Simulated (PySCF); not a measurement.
SiH2 at several levels of theory

All levels use the PBE0 minimum (singlet; Si–H 1.526 Å (×2); H–Si–H 91.2°), basis [Si def2-TZVP, H def2-TZVP], no relativity, density fitting, no spin–orbit coupling, PySCF. For vertical energies the ionised species is a doublet (spins chosen at PBE0 and kept) and the electron-attached one a doublet. Atomisation goes to high-spin ground-configuration atoms, without zero-point energy. Open shells are unrestricted, also as the reference of the correlated levels. A dash marks a value that was not computed or is not defined at that level.

```
  level  atomisation (kJ/mol)  vertical IP (eV)  vertical EA (eV)  −ε(HOMO) (eV)  gap (eV)  dipole (D)
   PBE0                   616              9.36              1.06           6.87      3.77        0.17
CCSD(T)                     ?                 ?                 ?              –         –           –
     HF                   461              8.41              0.44           9.24      9.38        0.18
    PBE                   619              9.36              1.04           5.83      1.81        0.15
 r2SCAN                   622              9.30              1.20           6.03      2.21        0.20
  B3LYP                   643              9.48              0.96           6.70      3.40        0.06
  TPSSh                   654              9.35              1.04           6.37      2.85        0.19
    MP2                   585              9.25              0.79              –         –           –
LC-wPBE                     ?                 ?                 ?              ?         ?           ?
  B97-3                   638              9.41              0.87           6.92      4.01        0.13
```

Question: Fill in the row of LC-wPBE.

Answer: atomisation (kJ/mol) 612, vertical IP (eV) 9.39, vertical EA (eV) 1.14, −ε(HOMO) (eV) 9.46, gap (eV) 8.64, dipole (D) 0.25.

Question: Fill in the row of CCSD(T).

Answer: atomisation (kJ/mol) 613, vertical IP (eV) 9.46, vertical EA (eV) 0.79.

For SiH₂ itself CCSD(T) correlates 6 electrons; T1 = 0.014, D1 = 0.026, (T) = -9 kJ/mol.

Without diffuse functions attachment energies tend to come out too low.
